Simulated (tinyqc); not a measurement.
Harmonic frequencies on the UHF/sto-3g surface (energies and gradients from PySCF), for CH3, spin multiplicity 2, step by step. One step of it, computed by the program tinyqc.

Question. Normal modes. Diagonalise H_ij / sqrt(m_i m_j); the 6 smallest eigenvalues belong to translations and rotations; wavenumber = sqrt(eigenvalue / 1822.888) x 219474.63; each mode has its largest component positive (the first on a tie); zero-point energy = sum of wavenumbers / 2, with 349.755 1/cm per kcal/mol. A mass of 2.014 u marks deuterium.

Hessian (symmetrised) (hartree/bohr^2):
```
             1Cx          1Cy          1Cz          2Hx          2Hy          2Hz          3Hx          3Hy
1Cx   0.83888848   0.00029046  -0.00651030  -0.47538206  -0.00649716   0.07809836  -0.18436520   0.17372872
1Cy   0.00029046   0.83736153   0.03517943  -0.00543754  -0.08278969  -0.00233364   0.17336334  -0.37940117
1Cz  -0.00651030   0.03517943   0.04973958   0.05441385  -0.00251443  -0.01718693  -0.01665436   0.02617761
2Hx  -0.47538206  -0.00543754   0.05441385   0.48401428   0.00602462  -0.06294720  -0.00449480  -0.00895374
2Hy  -0.00649716  -0.08278969  -0.00251443   0.00602462   0.06449708   0.00181636   0.03211383   0.00959557
2Hz   0.07809836  -0.00233364  -0.01718693  -0.06294720   0.00181636   0.01304052  -0.00615661   0.00082076
3Hx  -0.18436520   0.17336334  -0.01665436  -0.00449480   0.03211383  -0.00615661   0.17292259  -0.18518455
3Hy   0.17372872  -0.37940117   0.02617761  -0.00895374   0.00959557   0.00082076  -0.18518455   0.38079807
3Hz  -0.02866119   0.04661884  -0.01155915   0.00393099  -0.00626730   0.00180252   0.02047177  -0.03312110
4Hx  -0.17914395  -0.16821624  -0.03124946  -0.00413741  -0.03164130  -0.00899463   0.01593877   0.02040940
4Hy  -0.16752203  -0.37517339  -0.05884261   0.00836666   0.00869791  -0.00030345  -0.02029198  -0.01099155
4Hz  -0.04292684  -0.07946478  -0.02099087   0.00460226   0.00696543   0.00234303   0.00233925   0.00612271

             3Hz          4Hx          4Hy          4Hz
1Cx  -0.02866119  -0.17914395  -0.16752203  -0.04292684
1Cy   0.04661884  -0.16821624  -0.37517339  -0.07946478
1Cz  -0.01155915  -0.03124946  -0.05884261  -0.02099087
2Hx   0.00393099  -0.00413741   0.00836666   0.00460226
2Hy  -0.00626730  -0.03164130   0.00869791   0.00696543
2Hz   0.00180252  -0.00899463  -0.00030345   0.00234303
3Hx   0.02047177   0.01593877  -0.02029198   0.00233925
3Hy  -0.03312110   0.02040940  -0.01099155   0.00612271
3Hz   0.00780048   0.00425860  -0.00723062   0.00195518
4Hx   0.00425860   0.16734395   0.17944752   0.03598551
4Hy  -0.00723062   0.17944752   0.37746795   0.06637680
4Hz   0.00195518   0.03598551   0.06637680   0.01669187
```

masses (u): 1C 12.000000, 2H 1.007825, 3H 2.014102, 4H 2.014102

Give: eigenvalues of the mass-weighted Hessian; harmonic wavenumbers of the vibrations; mass-weighted modes; zero-point energy.

Answer.

eigenvalues of the mass-weighted Hessian (hartree/(bohr^2 u)): 0.0000  0.0000  0.0000  0.0000  0.0000  0.0000  0.0095  0.0594  0.0901  0.2583  0.3082  0.5330

harmonic wavenumbers of the vibrations (1/cm): 500.6  1253.3  1543.3  2612.6  2853.9  3752.9

mass-weighted modes:
```
      mode 1   mode 2   mode 3   mode 4   mode 5   mode 6
1Cx  -0.0215  -0.3775   0.0021   0.2348   0.0035  -0.2976
1Cy   0.0230  -0.0034  -0.2777  -0.0010  -0.4514  -0.0035
1Cz  -0.5188   0.0117  -0.0124   0.0641  -0.0201   0.0268
2Hx   0.0864  -0.1233  -0.0064   0.1628  -0.0001   0.9415
2Hy  -0.0257   0.0046   0.8412   0.0015   0.0195   0.0129
2Hz   0.5911  -0.1247   0.0376  -0.0054   0.0009  -0.1268
3Hx  -0.0049   0.5012   0.3192  -0.3485  -0.3113   0.0306
3Hy   0.0584   0.3997   0.0463   0.5771   0.5454  -0.0550
3Hz   0.4275   0.0476  -0.0528  -0.0506  -0.0581   0.0097
4Hx  -0.0037   0.5073  -0.3198  -0.3397   0.3029   0.0298
4Hy  -0.0963  -0.3947   0.0365  -0.5757   0.5426   0.0544
4Hz   0.4206   0.0121   0.0565  -0.1021   0.1066   0.0146
```

zero-point energy = 17.8934 kcal/mol
